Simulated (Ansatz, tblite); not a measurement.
**SiHMe3 (C3H10Si): rung by rung**

One table from this session's results is given with a row withheld; the runs are named, their logs left out.

Computed with Ansatz 0.2.0, Gaussian basis. Level: as each input shows.

The runs, in order: GFN1-xTB, GFN2-xTB, PBE-D4/def2-TZVP, r2SCAN-D4/def2-TZVP, r2SCANh-D4/def2-TZVP, ωB97M-V/def2-TZVP, CAM-B3LYP-D4/def2-TZVP, HF/def2-TZVP, revPBE-D4/def2-TZVP, LC-ωPBE/def2-TZVP, B3LYP-D4/def2-TZVP, PBE-D4/def2-SVP, PBE0-D4/def2-SVP, HF/6-31G, B3LYP-D4/6-31G, PBE0-D4/def2-TZVPD, PBE-D4/def2-TZVPD, r2SCAN-D4/def2-TZVPD, CCSD(T)/def2-TZVP, RPA/def2-TZVP.

## The geometry

The geometry is that of the singlet, from an earlier relaxation (PBE-D4/def2-SVP).

14 atoms, charge 0, spin multiplicity 1.

Bond lengths: Si1–H2 1.512 Å, Si1–C3 1.894 Å, Si1–C7 1.894 Å, Si1–C11 1.894 Å, C3–H4 1.110 Å, C3–H5 1.110 Å, C3–H6 1.110 Å, C7–H8 1.109 Å, C7–H9 1.110 Å, C7–H10 1.109 Å, C11–H12 1.110 Å, C11–H13 1.109 Å, C11–H14 1.110 Å. Angles: H2–Si1–C3 108.7°, H2–Si1–C7 108.7°, H2–Si1–C11 108.7°, C3–Si1–C7 110.2°, C3–Si1–C11 110.2°, C7–Si1–C11 110.2°, Si1–C3–H4 111.2°, Si1–C3–H5 110.8°, Si1–C3–H6 111.2°, H4–C3–H5 107.8°, H4–C3–H6 107.8°, H5–C3–H6 107.8°, Si1–C7–H8 111.2°, Si1–C7–H9 110.8°, Si1–C7–H10 111.2°, H8–C7–H9 107.8°, H8–C7–H10 107.8°, H9–C7–H10 107.8° and more.

PBE0-D4/def2-TZVP was run before; its log isn't repeated, and its numbers join the tables.

Set-up of the first run:

Tight binding, by tblite at 300 K electronic temperature and without a spin-polarisation term:

```python
tblite.interface.Calculator('GFN1-xTB', numbers, positions, charge=0, uhf=0).singlepoint()
```

Tight binding, by tblite at 300 K electronic temperature and without a spin-polarisation term:

```python
tblite.interface.Calculator('GFN2-xTB', numbers, positions, charge=0, uhf=0).singlepoint()
```

start.molden holds the orbitals of an earlier run on this state, given as this run's starting guess.

in.yaml reads:

```yaml
crystal:
  periodic: [false, false, false]
  atoms:
    - {symbol: Si, position_ang: [0.001561, 0.000962, 0.495998]}
    - {symbol: H, position_ang: [0.006465, 0.003904, 2.008115]}
    - {symbol: C, position_ang: [1.793948, 0.005356, -0.117012]}
    - {symbol: H, position_ang: [2.341071, 0.898991, 0.247791]}
    - {symbol: H, position_ang: [1.830191, 0.013690, -1.226520]}
    - {symbol: H, position_ang: [2.340797, -0.893921, 0.234189]}
    - {symbol: C, position_ang: [-0.902383, 1.550955, -0.111227]}
    - {symbol: H, position_ang: [-1.950943, 1.572046, 0.250763]}
    - {symbol: H, position_ang: [-0.924772, 1.584071, -1.220602]}
    - {symbol: H, position_ang: [-0.401448, 2.474078, 0.246354]}
    - {symbol: C, position_ang: [-0.892666, -1.556940, -0.105355]}
    - {symbol: H, position_ang: [-1.942883, -1.580446, 0.251693]}
    - {symbol: H, position_ang: [-0.389240, -2.475482, 0.260441]}
    - {symbol: H, position_ang: [-0.909689, -1.597252, -1.214619]}
basis:
  gaussian: {orbitals: def2-TZVP, initial_orbitals: start.molden}
hamiltonian: {xc: pbe, dispersion: d4}
scf: {omitted_lower_state_checks: [starts]}
output: {orbitals: {seedname: orbitals}}
```

Started as:

```sh
> ansatz run in.yaml --threads 4 --pin off --events-out ev --progress --plain --max-ram 3916MiB
```

Among the steps run: PBE-D4/def2-TZVP; r2SCAN-D4/def2-TZVP; r2SCANh-D4/def2-TZVP; ωB97M-V/def2-TZVP; CAM-B3LYP-D4/def2-TZVP; HF/def2-TZVP; revPBE-D4/def2-TZVP; LC-ωPBE/def2-TZVP; B3LYP-D4/def2-TZVP; PBE-D4/def2-SVP; PBE0-D4/def2-SVP; HF/6-31G; B3LYP-D4/6-31G; PBE0-D4/def2-TZVPD; PBE-D4/def2-TZVPD; r2SCAN-D4/def2-TZVPD; CCSD(T)/def2-TZVP; RPA/def2-TZVP.

One of the session's tables, all rows but one given; the rest of the session is left out.

It belongs to the step «Levels side by side». 

| level | HOMO (eV) | LUMO (eV) | gap (eV) |
| --- | --- | --- | --- |
| HF/6-31G | -11.56 | 5.45 | 17.01 |
| HF/def2-TZVP | -11.69 | 3.47 | 15.16 |
| PBE-D4/def2-SVP | -7.16 | 0.81 | 7.96 |
| PBE-D4/def2-TZVP | -7.21 | 0.28 | 7.49 |
| PBE-D4/def2-TZVPD | ? | ? | ? |
| revPBE-D4/def2-TZVP | -7.17 | 0.35 | 7.52 |
| r2SCAN-D4/def2-TZVP | -7.50 | 1.05 | 8.55 |
| r2SCAN-D4/def2-TZVPD | -7.50 | 0.42 | 7.93 |
| r2SCANh-D4/def2-TZVP | -7.98 | 1.26 | 9.24 |
| B3LYP-D4/6-31G | -8.18 | 2.10 | 10.28 |
| B3LYP-D4/def2-TZVP | -8.31 | 0.71 | 9.02 |
| PBE0-D4/def2-SVP | -8.51 | 1.63 | 10.13 |
| PBE0-D4/def2-TZVP | -8.52 | 1.04 | 9.56 |
| PBE0-D4/def2-TZVPD | -8.52 | 0.28 | 8.80 |
| CAM-B3LYP-D4/def2-TZVP | -9.92 | 1.78 | 11.69 |
| LC-ωPBE/def2-TZVP | -11.28 | 3.08 | 14.36 |
| ωB97M-V/def2-TZVP | -10.78 | 2.41 | 13.18 |

**Question.** Estimate the row for PBE-D4/def2-TZVPD.

The run gave: HOMO (eV): -7.23; LUMO (eV): -0.34; gap (eV): 6.89. In the column «HOMO (eV)» it lies between r2SCAN-D4/def2-TZVPD (-7.50) and PBE-D4/def2-TZVP (-7.21).
